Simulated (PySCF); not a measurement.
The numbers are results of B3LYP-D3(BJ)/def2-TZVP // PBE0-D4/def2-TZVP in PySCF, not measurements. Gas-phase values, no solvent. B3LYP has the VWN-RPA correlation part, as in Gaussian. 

Reference species (SMILES): `[SeH]` (neutral, multiplicity 2).

```json
{
  "highest_occupied_spin_orbital": "-6.77 eV"
}
```

Changed species: `[C-]#[N+]` (radical fragment; the reference has radical fragment).

Give the shifts of the highest occupied spin orbital.

the highest occupied spin orbital falls by 3.81 eV, to -10.58 eV.
